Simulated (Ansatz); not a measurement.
# H2O2 (hydrogen peroxide) at BCCD(T)/STO-3G

What is the vertical ionisation energy of H2O2 (hydrogen peroxide) at BCCD(T)/STO-3G? 

The results are computed with Ansatz 0.2.0.

36 further runs of the same task are left out: 9 that didn't finish, 27 set aside as unsound or not needed.

**1. Starting point**

The species is H2O2 (4 atoms), meant as a singlet with charge 0. As SMILES, `OO`. The shape is that of a PBE0-D4/def2-TZVP optimisation.

Bond lengths: O1–O2 1.426 Å, O1–H3 0.965 Å, O2–H4 0.965 Å. Angles: O1–O2–H4 101.1°, O2–O1–H3 101.1°.

**2. The energy at BCCD(T)/STO-3G**

molecule.yaml reads:

```yaml
basis:
  gaussian:
    orbitals: STO-3G
crystal:
  periodic: [false, false, false]
  atoms:
    - {symbol: O, position_ang: [-0.486800, -0.581100, 0.030600]}
    - {symbol: O, position_ang: [0.048300, 0.728400, 0.206900]}
    - {symbol: H, position_ang: [0.186400, -1.117000, 0.467400]}
    - {symbol: H, position_ang: [0.252100, 0.969800, -0.704900]}
accuracy: high
scf:
  omitted_lower_state_checks: [cluster_reference, increment]
correlation:
  method: bccd_t
  frozen_orbitals: {H: 0, O: 1}
```

Launch:

```bash
$ ansatz run molecule.yaml --threads 1 --pin off --max-ram 2610MiB --events-out events.jsonl --progress --plain --runs-dir runs
```

Output, cut to the lines that bear on the results:

```text
Warning: RAYON_NUM_THREADS=1 ignored (pool sized by the plan → 1); use --threads N
Functional definition: HF
  name "HF"
[...]
188 factors; integrals over basis functions are off by at most 3.5e-8 eV
[...]
mean field -4047.98053007 eV, -148.7605406603 hartree, gradient 2.2e-8 eV, S^2 0.000000; 0 other end points of the search recorded, 0 dependent functions left out
2 core orbitals not correlated: weight in the atoms' cores, before any rotation towards them, 1.000 or more for the frozen orbitals, at most 0.000 for the correlated occupied ones
reference -4047.98053007 eV, -148.7605406603 hartree; 7, 7 occupied and 3, 3 virtual orbitals, 188 factors
second order -2.06818609 eV of doubles, -0.00000000 eV of singles
cycle   1  -2.57433761 eV  change   -5.1e-1 eV  update   5.3e-2
[...]
cycle  21  -2.83533566 eV  change   9.5e-10 eV  update  4.6e-10
perturbative correction -0.01310172 eV, -0.0004814794 hartree
Total energy: -4050.82896746 eV, -148.8652188035 hartree
Checks for a lower state left out: cluster_reference, increment
```

It took 0.1 s on 1 thread of Arm Neoverse V2, shared host.

**3. The doublet cation at the same level**

job.yaml reads:

```yaml
crystal:
  periodic: [false, false, false]
  atoms:
    - {symbol: O, position_ang: [-0.486800, -0.581100, 0.030600]}
    - {symbol: O, position_ang: [0.048300, 0.728400, 0.206900]}
    - {symbol: H, position_ang: [0.186400, -1.117000, 0.467400]}
    - {symbol: H, position_ang: [0.252100, 0.969800, -0.704900]}
basis:
  gaussian: {orbitals: STO-3G}
total_charge: 1
magnetization: {spin_polarized: true, initial_magnetization: 1}
correlation: {method: bccd_t, frozen_orbitals: {H: 0, O: 1}}
accuracy: high
scf: {omitted_lower_state_checks: [cluster_reference, increment]}
```

Launch:

```bash
$ ansatz run job.yaml --threads 1 --pin off --max-ram 2610MiB --events-out events.jsonl --progress --plain --runs-dir runs
```

Output, cut to the lines that bear on the results:

```text
Warning: RAYON_NUM_THREADS=1 ignored (pool sized by the plan → 1); use --threads N
[... 2 set-up lines as earlier in the session ...]
[...]
188 factors; integrals over basis functions are off by at most 3.5e-8 eV
[...]
mean field -4039.99258114 eV, -148.4669889515 hartree, gradient 2.6e-8 eV, S^2 0.778568; 2 other end points of the search recorded, 0 dependent functions left out
2 core orbitals not correlated: weight in the atoms' cores, before any rotation towards them, 1.000 or more for the frozen orbitals, at most 0.000 for the correlated occupied ones
reference -4039.99258114 eV, -148.4669889515 hartree; 7, 6 occupied and 3, 4 virtual orbitals, 188 factors
second order -1.95894399 eV of doubles, -0.00000000 eV of singles
cycle   1  -2.45448215 eV  change   -5.0e-1 eV  update   7.3e-2
[...]
cycle  48  -3.23603755 eV  change   8.9e-11 eV  update  3.9e-10
perturbative correction -0.06160973 eV, -0.0022641157 hartree
Total energy: -4043.29022841 eV, -148.5881752536 hartree
Checks for a lower state left out: cluster_reference, increment
```

Run time: 0.2 s. Hardware: 1 thread of Arm Neoverse V2, shared host.

**4. Summary of results**

At BCCD(T)/STO-3G, 2 core orbitals frozen:

```
                                                   quantity          value
                                 singlet H2O2: total energy  -148.86522 Eh
  singlet H2O2: correlation energy (2 core orbitals frozen)     -104.7 mEh
                               singlet H2O2: (T) correction      -0.48 mEh
                               doublet cation: total energy  -148.58818 Eh
doublet cation: correlation energy (2 core orbitals frozen)     -121.2 mEh
                             doublet cation: (T) correction      -2.26 mEh
          doublet cation: ⟨S²⟩ of the reference determinant          0.779
         vertical ionisation energy (to the doublet cation)       7.539 eV
```

The vertical ionisation energy comes to 7.54 eV (174 kcal/mol). In a minimal basis such a difference can be off by several eV, whatever the method. The triples (singlet H2O2) make up 0.5 % of the correlation energy. The triples (doublet cation) make up 1.9 % of the correlation energy.
